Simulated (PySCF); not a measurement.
# CFO radical: electronic structure in real space

For CFO radical, the scripts below treat its π system by CASSCF and NEVPT2, see where an electron leaves and enters, analyse its density (charges, bond critical points, surface potential) and measure its response to a uniform field.

The runs use PySCF 2.14.0; levels as typed in each script, gas phase, geometry from GFN2-xTB.

**1. The starting structure**

SMILES `F[C]=O`, 3 atoms, charge 0, spin multiplicity 2.

Bond lengths: F1–C2 1.326 Å, C2–O3 1.173 Å. Angles: F1–C2–O3 127.3°.

Geometry (Å):

```xyz
3

F    -1.0961   -0.1238    0.0000
C     0.1191    0.4060    0.0000
O     1.1438   -0.1652    0.0000
```

**2. The π active space (def2-svp)**

Contents of input.py:

```python
import numpy as np
from pyscf import gto, scf, dft, mcscf, mrpt
from pyscf.mcscf import avas

def solve(mol, dm0=None, hcore=None):
    mf = scf.ROHF(mol) if mol.spin else scf.RHF(mol)
    mf = mf.density_fit(auxbasis='def2-universal-jkfit')
    mf.conv_tol, mf.max_cycle = 1e-8, 80
    if hcore is not None:
        mf.get_hcore = lambda *args: hcore
    mf.kernel(dm0)
    if not mf.converged:
        mf = mf.newton().run(mf.mo_coeff, mf.mo_occ, max_cycle=30)
    assert mf.converged, 'SCF not converged'
    return mf

mol = gto.M(atom='''
F     -1.09607    -0.12383     0.00000
C      0.11908     0.40602     0.00000
O      1.14376    -0.16521     0.00000
''', basis='def2-svp', charge=0, spin=1, verbose=4)
mf = solve(mol)
ncas, nel, orbs = avas.avas(mf, ['C 2pz', 'O 2pz'], threshold=0.5, openshell_option=3)
print('active space', nel, ncas)
assert 2 <= ncas <= 10, 'active space too large or empty'
mc = mcscf.CASSCF(mf, ncas, nel)
mc.natorb, mc.max_cycle_macro = True, 60
mc.fix_spin_(ss=mol.spin / 2 * (mol.spin / 2 + 1))
mc.kernel(orbs)
occ = mc.mo_occ[mc.ncore:mc.ncore + ncas]
print('natural occupations', occ.round(4))
e2 = mrpt.NEVPT(mc).kernel()
out = dict(c=mc.mo_coeff[:, mc.ncore:mc.ncore + ncas], occ=occ, e=mc.e_tot, e2=e2, ehf=mf.e_tot, ok=mc.converged, nel=nel, w0=abs(mc.ci).max() ** 2, dm=mc.make_rdm1())
# the other spin state at the same geometry
other = mol.copy().set(spin=3).build()
mo = scf.ROHF(other).density_fit(auxbasis='def2-universal-jkfit').run()
na = (nel + other.spin) // 2
m2 = mcscf.CASSCF(mo, ncas, (na, nel - na))
m2.natorb = True
m2.fix_spin_(ss=other.spin / 2 * (other.spin / 2 + 1))
m2.kernel(mc.mo_coeff)
e2o = mrpt.NEVPT(m2).kernel()
print('other state above this one / eV: CASSCF', (m2.e_tot - mc.e_tot) * 27.211386, 'NEVPT2', (m2.e_tot + e2o - mc.e_tot - e2) * 27.211386)
np.savez('result.npz', eo=m2.e_tot, e2o=e2o, oko=m2.converged, occo=m2.mo_occ[mc.ncore:mc.ncore + ncas], co=m2.mo_coeff[:, mc.ncore:mc.ncore + ncas], **out)
```

The run is started by

```console
OMP_NUM_THREADS=1 python input.py
```

**4. Removing and adding an electron (PBE0/def2-svpd)**

Contents of input.py:

```python
import numpy as np
from pyscf import gto, scf, dft
from pyscf.scf import atom_ks, atom_hf
from scipy.linalg import block_diag

def solve(mol, dm0=None, hcore=None):
    mf = (dft.UKS if mol.spin else dft.RKS)(mol, xc='pbe0')
    mf.grids.level = 3
    mf = mf.density_fit(auxbasis='def2-universal-jkfit')
    mf.conv_tol, mf.max_cycle = 1e-8, 80
    if hcore is not None:
        mf.get_hcore = lambda *args: hcore
    mf.kernel(dm0)
    if not mf.converged:
        mf = mf.newton().run(mf.mo_coeff, mf.mo_occ, max_cycle=30)
    assert mf.converged, 'SCF not converged'
    return mf

mol = gto.M(atom='''
F     -1.09607    -0.12383     0.00000
C      0.11908     0.40602     0.00000
O      1.14376    -0.16521     0.00000
''', basis='def2-svpd', charge=0, spin=1, verbose=4)
mf = solve(mol)
out = dict(e0=mf.e_tot, dm0=mf.make_rdm1(), c=mf.mo_coeff, occ=mf.mo_occ, eps=mf.mo_energy)
for name, dq, spin in [('cation', 1, 0), ('anion', -1, 0)]:
    ion = mol.copy().set(charge=mol.charge + dq, spin=spin).build()
    mi = solve(ion)
    if spin and dq > 0 and mol.nao < 130:
        c, _, stable, _ = mi.stability(return_status=True)
        if not stable:
            mi = solve(ion, mi.make_rdm1(c, mi.mo_occ))
    print(name, 'vertical energy change / eV', (mi.e_tot - mf.e_tot) * 27.211386)
    out.update({'e_' + name: mi.e_tot, 'dm_' + name: mi.make_rdm1(), 's2_' + name: mi.spin_square()[0], 'eps_' + name: mi.mo_energy, 'occ_' + name: mi.mo_occ})
# spherically averaged free atoms, for the promolecule
atm = atom_ks.get_atm_nrks(mol, xc='pbe0')
pro = block_diag(*[(atm[a[0]][2] * atm[a[0]][3]) @ atm[a[0]][2].T for a in mol._atom])
np.savez('result.npz', pro=pro, **out)
```

**6. Density, bond paths and surface potential (HF/def2-svpd)**

Contents of input.py:

```python
import numpy as np
from pyscf import gto, scf, dft
from pyscf.scf import atom_ks, atom_hf
from scipy.linalg import block_diag

def solve(mol, dm0=None, hcore=None):
    mf = scf.UHF(mol) if mol.spin else scf.RHF(mol)
    mf = mf.density_fit(auxbasis='def2-universal-jkfit')
    mf.conv_tol, mf.max_cycle = 1e-8, 80
    if hcore is not None:
        mf.get_hcore = lambda *args: hcore
    mf.kernel(dm0)
    if not mf.converged:
        mf = mf.newton().run(mf.mo_coeff, mf.mo_occ, max_cycle=30)
    assert mf.converged, 'SCF not converged'
    return mf

mol = gto.M(atom='''
F     -1.09607    -0.12383     0.00000
C      0.11908     0.40602     0.00000
O      1.14376    -0.16521     0.00000
''', basis='def2-svpd', charge=0, spin=1, verbose=4)
mf = solve(mol)
mf.analyze()
# spherically averaged free atoms, for the promolecule
atm = scf.atom_hf.get_atm_nrhf(mol)
pro = block_diag(*[(atm[a[0]][2] * atm[a[0]][3]) @ atm[a[0]][2].T for a in mol._atom])
np.savez('result.npz', e=mf.e_tot, c=mf.mo_coeff, occ=mf.mo_occ, eps=mf.mo_energy, pro=pro, dip=mf.dip_moment(verbose=0), s2=mf.spin_square()[0])
```

**8. Response to an electric field (PBE0/def2-svpd)**

Contents of input.py:

```python
import numpy as np
from pyscf import gto, scf, dft
from pyscf.scf import atom_ks, atom_hf
from scipy.linalg import block_diag

def solve(mol, dm0=None, hcore=None):
    mf = (dft.UKS if mol.spin else dft.RKS)(mol, xc='pbe0')
    mf.grids.level = 3
    mf = mf.density_fit(auxbasis='def2-universal-jkfit')
    mf.conv_tol, mf.max_cycle = 1e-8, 80
    if hcore is not None:
        mf.get_hcore = lambda *args: hcore
    mf.kernel(dm0)
    if not mf.converged:
        mf = mf.newton().run(mf.mo_coeff, mf.mo_occ, max_cycle=30)
    assert mf.converged, 'SCF not converged'
    return mf

mol = gto.M(atom='''
F     -1.09607    -0.12383     0.00000
C      0.11908     0.40602     0.00000
O      1.14376    -0.16521     0.00000
''', basis='def2-svpd', charge=0, spin=1, verbose=4)
field = np.array([0.004, 0.0, 0.0])  # atomic units
mol.set_common_orig(mol.atom_charges() @ mol.atom_coords() / mol.atom_charges().sum())
mf = solve(mol)
out = dict(dm0=mf.make_rdm1(), d0=mf.dip_moment(unit='AU'), e0=mf.e_tot)
for name, sign in (('p', 1), ('m', -1)):
    h = mf.get_hcore() + sign * np.einsum('x,xij->ij', field, mol.intor('int1e_r'))
    mi = solve(mol, mf.make_rdm1(), h)
    out.update({'dm' + name: mi.make_rdm1(), 'd' + name: mi.dip_moment(unit='AU'), 'e' + name: mi.e_tot})
# spherically averaged free atoms, for the promolecule
atm = atom_ks.get_atm_nrks(mol, xc='pbe0')
pro = block_diag(*[(atm[a[0]][2] * atm[a[0]][3]) @ atm[a[0]][2].T for a in mol._atom])
np.savez('result.npz', pro=pro, **out)
```

(Steps that only read results are left out.)

Q: Predict the outcome of this session. Wanted: quartet less doublet, CASSCF and NEVPT2; weight of the leading determinant; vertical ionisation energy; vertical electron affinity; dipole moment; HOMO, LUMO; polarisability along the field.

The runs gave:

| quantity | value |
| --- | --- |
| quartet less doublet, CASSCF and NEVPT2 (def2-svp) | +6.07 and +7.30 eV |
| weight of the leading determinant | 0.97 |
| vertical ionisation energy (PBE0/def2-svpd) | 11.58 eV |
| vertical electron affinity (PBE0/def2-svpd) | 1.12 eV |
| dipole moment (HF/def2-svpd) | 1.28 D |
| HOMO, LUMO (HF/def2-svpd) | -13.07, 0.70 eV |
| polarisability along the field (PBE0/def2-svpd) | 21.4 bohr³ |

What this shows: The ionisation energy from two SCF runs, 11.58 eV, lies 3.2 eV above −ε(HOMO) = 8.35 eV of the same level, PBE0/def2-svpd, since self-interaction lifts this functional's HOMO. At HF/def2-svpd: The highest Hirshfeld charge is on C2 (+0.32 e), the lowest on O3 (−0.23 e). The geometry was not optimised at these levels.
